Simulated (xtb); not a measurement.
allene (C3H4), SMILES C=C=C. All values are semi-empirical tight-binding results from xtb (GFN2-xTB unless named), good for trends rather than for accurate numbers. Geometry: GFN2-xTB.

Optimised geometry:

```xyz
7

C      0.0000     0.0000    -1.2935
C      0.0000     0.0000     0.0000
C      0.0000     0.0000     1.2935
H      0.6482     0.6482    -1.8608
H     -0.6482    -0.6482    -1.8608
H      0.6482    -0.6482     1.8608
H     -0.6482     0.6482     1.8608
```

- point group as xtb finds it: D2d
- orbital gap: 5.63 eV
- dipole moment: 0.00 D
- zero-point energy: 33.6 kcal/mol
- G − E(el) at 298.15 K (modified RRHO): 19.3 kcal/mol
- static polarisability (D4 model): 36.6 bohr³
- solvation energy, GFN2-xTB/ALPB(water): -0.6 kcal/mol
- solvation energy, GFN2-xTB/ALPB(octanol): -2.7 kcal/mol

Computed IR lines (harmonic; lines under 4 % of the strongest left out, lines within 3 cm⁻¹ merged):
ν (cm⁻¹): 829 (s), 2105 (vs), 3078 (w), 3085 (m) (against the strongest line: vs over 80 %, s over 45 %, m over 15 %, w over 4 %, vw less)

Computed atomic charges and the Wiberg bond orders between heavy atoms:
charges (e) C1 -0.10, C2 0.00, C3 -0.10, H4 0.05, H5 0.05, H6 0.05, H7 0.05. Bond orders C1–C2 1.98, C2–C3 1.98.
